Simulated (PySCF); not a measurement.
Level of theory: PBE-D3(BJ)/def2-TZVP // B3LYP-D3(BJ)/def2-TZVP (PySCF 2.14.0). All species are isolated molecules in the gas phase. One relaxed conformer stands for a flexible species; it need not be the lowest. 

Reference species (SMILES): `COS` (C–O–S–H torsion 81°) (neutral, multiplicity 1).

HOMO: -5.64 eV
LUMO: -1.68 eV
HOMO–LUMO gap: 3.96 eV

After one change: the HOMO falls by 0.55 eV; the LUMO increases by 1.25 eV; the HOMO–LUMO gap increases by 1.80 eV.

Task: What was changed between the two runs? The new species is one of these.
A) `FC(F)S` (F–C–S–H torsion 68°)
B) `SS` (H–S–S–H torsion 90°)
C) `S`
D) `CNS` (C–N–S–H torsion 61°)

Result: C, `S`
